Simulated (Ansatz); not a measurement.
# H3Si–PH2, singlet in cc-pVDZ: errors against RCCSDT(Q)

Geometry: displaced at random from a stationary point.

| atom | x (Å) | y (Å) | z (Å) |
| --- | --- | --- | --- |
| Si | 0.0497 | 0.0021 | 1.1366 |
| P | 0.0102 | 0.0104 | -1.1041 |
| H | 0.6658 | -1.2311 | 1.6405 |
| H | 0.7489 | 1.1318 | 1.6587 |
| H | -1.4490 | -0.0964 | 1.5815 |
| H | -0.7624 | -1.1107 | -1.3254 |
| H | -0.9005 | 0.9287 | -1.2953 |

Basis cc-pVDZ; Ansatz 0.2.0. Correlated methods freeze the noble-gas cores, which leaves 14 electrons in 51 orbitals. Prefix R: restricted or restricted open-shell reference. Active spaces: frontier = (8e, 8o) about the gap.

Full CI isn't at hand for all of this; RCCSDT(Q) serves as the reference, and is uncertain by the last step of the cluster series or more.

```
UHF ⟨S²⟩                          : 0.000
T1 diagnostic (RCCSD)             : 0.0112
largest doubles amplitude (RCCSD) : 0.037
```

Q: From what is known of these methods and the diagnostics, rank them by the size of their error in total energy against RCCSDT(Q) in cc-pVDZ, smallest first (an estimate: the text doesn't fix the numbers).
A. RCCSD
B. MRCISD (frontier space)
C. RMP2
D. RCCSDT
E. RHF

A: D (0.35 mEh), A (8.33 mEh), B (23.34 mEh), C (55.50 mEh), E (286.98 mEh).

All errors are against RCCSDT(Q) in cc-pVDZ. Within each family the higher level lies nearer, as is usual though not guaranteed.
